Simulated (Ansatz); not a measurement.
Input file:

```yaml
crystal:
  periodic: [false, false, false]
  atoms:
    - {symbol: Al, position_ang: [0.000000, 0.000000, 0.352569]}
    - {symbol: Al, position_ang: [0.000000, 0.000000, -2.324369]}
    - {symbol: H, position_ang: [0.000000, 0.000000, 1.971799]}
basis:
  gaussian: {orbitals: 6-31G}
magnetization: {spin_polarized: false, initial_magnetization: 1}
correlation: {method: ccsdtq, electrons: outside_noble_gas}
```

```sh
$ ansatz run in.yaml --threads 1 --pin off --events-out ev --progress --plain --max-ram 2393MiB
```

Log:

```
539 factors; integrals over basis functions are off by at most 1.4e-7 eV
mean field evaluation 1: about -13177.8596 eV, gradient 6.4e0 eV
mean field evaluation 2: about -13177.8624 eV, gradient 6.4e0 eV
mean field evaluation 4: about -13178.2822 eV, gradient 8.0e-1 eV
mean field evaluation 8: about -13178.3049 eV, gradient 2.5e-2 eV
mean field evaluation 16: about -13178.2774 eV, gradient 8.0e-1 eV
mean field evaluation 32: about -13178.2831 eV, gradient 5.5e-1 eV
mean field evaluation 64: about -13176.3480 eV, gradient 1.7e-4 eV
mean field evaluation 96: about -13176.0499 eV, gradient 2.1e0 eV
mean field evaluation 128: about -13178.2950 eV, gradient 3.6e-1 eV
mean field evaluation 160: about -13176.3480 eV, gradient 3.1e-2 eV
...
cycle  10  -2.30192497 eV  change    2.0e-4 eV  update   1.4e-4
cycle  11  -2.30194303 eV  change   -1.8e-5 eV  update   8.2e-5
cycle  12  -2.30195728 eV  change   -1.4e-5 eV  update   4.6e-5
cycle  13  -2.30199115 eV  change   -3.4e-5 eV  update   2.3e-5
cycle  14  -2.30199799 eV  change   -6.8e-6 eV  update   9.8e-6
cycle  15  -2.30199359 eV  change    4.4e-6 eV  update   5.1e-6
cycle  16  -2.30199130 eV  change    2.3e-6 eV  update   2.6e-6
cycle  17  -2.30199094 eV  change    3.6e-7 eV  update   1.5e-6
cycle  18  -2.30199138 eV  change   -4.3e-7 eV  update   1.1e-6
cycle  19  -2.30199178 eV  change   -4.0e-7 eV  update   6.5e-7
Total energy: -13180.60685772 eV, -484.3783678849 hartree
```

For the same geometry and basis full CI lies 0.2 meV lower.

Ran on 1 thread of Intel Xeon Platinum 8375C, shared host: 19 s wall, 0.18 GiB peak host memory.
